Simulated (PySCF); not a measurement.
Numbering as in the mapped SMILES `[CH3:1][O:2][c:3]1[cH:4][cH:5][c:6]([O:7][CH3:8])[cH:9][cH:10]1`. Each H is labelled by its parent atom.

Geometry: PBE0-D3(BJ)/def2-SVP; GIAO absolute shieldings from PySCF 2.14, gas phase, non-relativistic, averaged over equivalent atoms.

At PBE0/pcSseg-1 (220 basis functions, 65 s wall time on 1 thread of an Arm Neoverse N1, shared host):
| atoms | σ (ppm) |
| --- | --- |
| C3/C6 | 26.6 |
| C4/C5/C9/C10 | 66.7 |
| C1/C8 | 130.6 |
| O2/O7 | 242.9 |
| H(C4)/H(C5)/H(C9)/H(C10) | 24.48 |
| H(C1)/H(C8) | 27.66 |

Question: Predict the values at mPW1PW91/pcSseg-1 on the same geometry.

Answer: 
| atoms | σ at mPW1PW91/pcSseg-1 | change |
| --- | --- | --- |
| C3/C6 | 25.7 | -0.9 |
| C4/C5/C9/C10 | 65.7 | -1.0 |
| C1/C8 | 129.6 | -1.0 |
| O2/O7 | 242.3 | -0.6 |
| H(C4)/H(C5)/H(C9)/H(C10) | 24.54 | +0.06 |
| H(C1)/H(C8) | 27.71 | +0.05 |

The largest change is at C4/C5/C9/C10 (aromatic CH). Cost: 220 basis functions, 62 s wall time on 1 thread of an Arm Neoverse N1, shared host. The order of the carbon signals is the same at both levels.

The carbons averaged at δ 117.7 differ by 9 ppm in this conformer.
